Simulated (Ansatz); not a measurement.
Cs₂Cu: from a trial structure to a relaxed crystal

Method: DFT PBE, scalar-relativistic, plane waves, PAW in Ansatz 0.2.0. Cutoff 420 eV, Γ-centred k mesh, Gaussian smearing, no spin polarisation in the final step.

The start puts Cs₂Cu on the cubic Laves (C15) structure type (Fd-3m, No. 227), with Cu in place of Mg, Cs in place of Cu, at a guessed volume.

```
CELL_PARAMETERS angstrom
0.00000 4.71168 4.71168
4.71168 0.00000 4.71168
4.71168 4.71168 0.00000
ATOMIC_POSITIONS crystal
Cs 0.62500 0.62500 0.62500
Cs 0.12500 0.62500 0.62500
Cs 0.62500 0.62500 0.12500
Cs 0.62500 0.12500 0.62500
Cu 0.00000 0.00000 0.00000
Cu 0.25000 0.25000 0.25000
```

Cell and atoms relax at zero pressure; the relaxation can't lower the symmetry of the start. After a coarse first stage the cell is made exact in the group found at 0.06 Å.

Formation energies are uncorrected and refer to the elements' standard structures at the same level.

Task: Describe the relaxed structure.

Result: It keeps Fd-3m (No. 227). The result has the cubic Laves (C15) structure. Conventional cell: a = 11.889 Å. Cs has 6 Cs at 4.20 Å and 6 Cu at 4.93 Å; Cu is coordinated by 12 Cs at 4.93 Å and 4 Cu at 5.15 Å.

```cif
data_structure
_symmetry_space_group_name_H-M 'Fd-3m:1'
_symmetry_Int_Tables_number 227
_cell_length_a 11.8894
_cell_length_b 11.8894
_cell_length_c 11.8894
_cell_angle_alpha 90.000
_cell_angle_beta 90.000
_cell_angle_gamma 90.000
_cell_volume 1680.65
loop_
_atom_site_label
_atom_site_type_symbol
_atom_site_symmetry_multiplicity
_atom_site_Wyckoff_symbol
_atom_site_fract_x
_atom_site_fract_y
_atom_site_fract_z
_atom_site_occupancy
Cs1 Cs 16 c 0.12500 0.12500 0.12500 1
Cu1 Cu 8 b 0.00000 0.00000 0.50000 1
```

Task: What are its volume, energy, density and gap?

Result: The volume per atom is 70.03 Å³. The density is 2.60 g/cm³, the energy over the elements is 0.72 eV/atom and the gap on the 6×6×6 mesh is 0 eV (a metal).

The final run used a 6×6×6 mesh on its 6-atom cell and 0.10 eV smearing. The k mesh leaves about 4 meV/atom of noise in metals. Symmetry constrained the relaxation, so the result can be a saddle point.

Cost: 4 runs of about 2 core-minutes in all, on AMD EPYC 9B14 (Zen 4) (shared hosts).